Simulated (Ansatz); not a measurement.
# One shape, several levels: triplet SiH4O

Aim: a comparison of 3 runs (UHF/3-21G, UB3LYP/6-31G*, UB2PLYP/cc-pVTZ) of triplet SiH4O. 

Program for the calculation: Ansatz 0.2.0.

47 further runs of the same task are left out: 47 set aside as unsound or not needed.

### Step 1. The system as given

SiH4O has 6 atoms, charge 0, and is taken as a triplet. As SMILES of the parent species, `O[SiH3]`. The shape is that of a PBE0-D4/def2-TZVP optimisation. That shape belongs to the parent species and isn't relaxed for this state.

Bond lengths: O1–Si2 1.648 Å, O1–H3 0.957 Å, Si2–H4 1.489 Å, Si2–H5 1.481 Å, Si2–H6 1.489 Å. Angles: O1–Si2–H4 111.7°, O1–Si2–H5 105.9°, O1–Si2–H6 111.7°, Si2–O1–H3 117.9°, H4–Si2–H5 109.9°, H4–Si2–H6 107.9°, H5–Si2–H6 109.9°.

### Step 2. A single-point energy at UHF/3-21G (run 1)

input.yaml reads:

```yaml
crystal:
  periodic: [false, false, false]
  atoms:
    - {symbol: O, position_ang: [0.636700, -1.030300, 0.419000]}
    - {symbol: Si, position_ang: [-0.035700, 0.346500, -0.187000]}
    - {symbol: H, position_ang: [0.069100, -1.629200, 0.904700]}
    - {symbol: H, position_ang: [-1.128300, 0.045700, -1.152800]}
    - {symbol: H, position_ang: [1.060500, 1.064900, -0.875600]}
    - {symbol: H, position_ang: [-0.602300, 1.202400, 0.891700]}
basis:
  gaussian:
    orbitals: 3-21G.json
magnetization:
  spin_polarized: true
  initial_magnetization: 2
hamiltonian:
  xc: hf
accuracy: high
output: {orbitals: {seedname: orbitals}}
```

The basis set 3-21G is read from a file made from the Basis Set Exchange's data (not shown).

Run with:

```console
$ ansatz run input.yaml --threads 1 --pin off --max-ram 3480MiB --events-out events.jsonl --progress --plain --runs-dir runs
```

Output:

```text
Warning: RAYON_NUM_THREADS=1 ignored (pool sized by the plan → 1); use --threads N
Functional definition: HF
  name "HF"
  exchange = exact_x
  correlation = 0
630 factors; integrals over basis functions are off by at most 4.0e-9 eV
mean field evaluation 1: about -9899.2872 eV, gradient 1.8e1 eV
mean field evaluation 2: about -9899.7067 eV, gradient 1.8e1 eV
mean field evaluation 4: about -9902.0138 eV, gradient 4.0e0 eV
mean field evaluation 8: about -9902.7969 eV, gradient 8.3e-1 eV
mean field evaluation 16: about -9902.8269 eV, gradient 6.8e-5 eV
mean field evaluation 32: about -9902.7215 eV, gradient 7.2e-1 eV
mean field evaluation 64: about -9901.7936 eV, gradient 1.4e-1 eV
mean field evaluation 96: about -9900.5246 eV, gradient 1.6e0 eV
mean field -9902.82690653 eV, -363.9221764379 hartree, gradient 3.6e-8 eV, S^2 2.006561; 0 other end points of the search recorded, 0 dependent functions left out
reference -9902.82690653 eV, -363.9221764379 hartree; 14, 12 occupied and 16, 18 virtual orbitals, 630 factors
Total energy: -9902.82690653 eV, -363.9221764379 hartree
```

Run time: 0.46 s. Hardware: 1 thread of Arm Neoverse V1, shared host.

### Step 3. The energy at UB3LYP/6-31G(d) (Cartesian functions) (run 2)

job.yaml reads:

```yaml
crystal:
  periodic: [false, false, false]
  atoms:
    - {symbol: O, position_ang: [0.636700, -1.030300, 0.419000]}
    - {symbol: Si, position_ang: [-0.035700, 0.346500, -0.187000]}
    - {symbol: H, position_ang: [0.069100, -1.629200, 0.904700]}
    - {symbol: H, position_ang: [-1.128300, 0.045700, -1.152800]}
    - {symbol: H, position_ang: [1.060500, 1.064900, -0.875600]}
    - {symbol: H, position_ang: [-0.602300, 1.202400, 0.891700]}
basis:
  gaussian:
    orbitals: "6-31G*"
magnetization:
  spin_polarized: true
  initial_magnetization: 2
hamiltonian:
  xc: {name: B3LYP}
accuracy: high
output: {orbitals: {seedname: orbitals}}
```

Run with:

```console
$ ansatz run job.yaml --threads 1 --pin off --max-ram 3480MiB --events-out events.jsonl --progress --plain --runs-dir runs
```

Output:

```text
Warning: RAYON_NUM_THREADS=1 ignored (pool sized by the plan → 1); use --threads N
Functional definition: B3LYP
  name "B3LYP"
  parameter a0 = 0.2
  parameter ax = 0.72
  parameter ac = 0.81
  exchange = (1 - a0 - ax)*slater_x + ax*b88_x + a0*exact_x
  correlation = (1 - ac)*vwn_rpa_c + ac*lyp_c
877 factors; integrals over basis functions are off by at most 3.6e-9 eV
mean field evaluation 1: about -9978.8857 eV, gradient 3.4e1 eV
mean field evaluation 2: about -9958.6251 eV, gradient 7.5e1 eV
mean field evaluation 4: about -9983.0557 eV, gradient 8.4e0 eV
mean field evaluation 8: about -9983.5807 eV, gradient 9.4e-1 eV
mean field evaluation 16: about -9983.5870 eV, gradient 4.0e-4 eV
mean field evaluation 32: about -9983.5870 eV, gradient 9.9e-8 eV
mean field -9983.58701745 eV, -366.8900557731 hartree, gradient 9.9e-8 eV, S^2 2.007375; 2 other end points of the search recorded, 0 dependent functions left out
reference -9983.58705411 eV, -366.8900571202 hartree; 14, 12 occupied and 28, 30 virtual orbitals, 877 factors
Total energy: -9983.58705411 eV, -366.8900571202 hartree
```

Wall time 6.6 s (1 thread of Arm Neoverse V1, shared host); peak memory 0.16 GiB.

### Step 4. The energy at UB2PLYP/cc-pVTZ (run 3)

job.yaml reads:

```yaml
crystal:
  periodic: [false, false, false]
  atoms:
    - symbol: O
      position_ang: [0.636700, -1.030300, 0.419000]
    - symbol: Si
      position_ang: [-0.035700, 0.346500, -0.187000]
    - symbol: H
      position_ang: [0.069100, -1.629200, 0.904700]
    - symbol: H
      position_ang: [-1.128300, 0.045700, -1.152800]
    - symbol: H
      position_ang: [1.060500, 1.064900, -0.875600]
    - symbol: H
      position_ang: [-0.602300, 1.202400, 0.891700]
basis:
  gaussian: {orbitals: cc-pVTZ}
magnetization: {spin_polarized: true, initial_magnetization: 2}
hamiltonian: {xc: {name: B2PLYP}}
correlation: {frozen_orbitals: {H: 0, O: 1, Si: 5}}
accuracy: high
output: {orbitals: {seedname: orbitals}}
```

Run with:

```console
$ ansatz run job.yaml --threads 1 --pin off --max-ram 3480MiB --events-out events.jsonl --progress --plain --runs-dir runs
```

Output (excerpt; [...] marks lines left out):

```text
Warning: RAYON_NUM_THREADS=1 ignored (pool sized by the plan → 1); use --threads N
Functional definition: B2PLYP
  name "B2PLYP"
[...]
2072 factors; integrals over basis functions are off by at most 3.5e-9 eV
[...]
mean field -9976.71147869 eV, -366.6373843839 hartree, gradient 6.2e-8 eV, S^2 2.013051; 5 other end points of the search recorded, 0 dependent functions left out
6 core orbitals not correlated: weight in the atoms' cores, before any rotation towards them, 1.000 or more for the frozen orbitals, at most 0.000 for the correlated occupied ones
reference -9976.71150259 eV, -366.6373852624 hartree; 8, 6 occupied and 106, 108 virtual orbitals, 2072 factors
second order -11.90572957 eV of doubles, -0.00000000 eV of singles
Total energy: -9979.92604958 eV, -366.7555176851 hartree
```

Wall time 28 s (1 thread of Arm Neoverse V1, shared host); peak memory 0.42 GiB.

### Step 5. All runs side by side

```tsv
run	level	Cartesian functions	frozen core orbitals	energy (Eh)	HOMO energy (eV)	⟨S²⟩	wall time
1	UHF/3-21G	no	–	-363.922176	-3.68	2.007	0.46 s
2	UB3LYP/6-31G* (Cartesian functions)	yes	–	-366.890057	-2.01	2.007	6.6 s
3	UB2PLYP/cc-pVTZ	no	6	-366.755518	-2.99	2.013	28 s
```

### Step 6. Outcome

| quantity | value |
| --- | --- |
| run 3: total energy | -366.75552 Eh |
| run 3: HOMO energy (SCF part's orbitals) (highest over α and β) | -2.99 eV |
| run 3: ⟨S²⟩ | 2.013 |

In words: Totals of different functionals can't be ranked against each other. All runs together took 35 s, the longest 28 s.
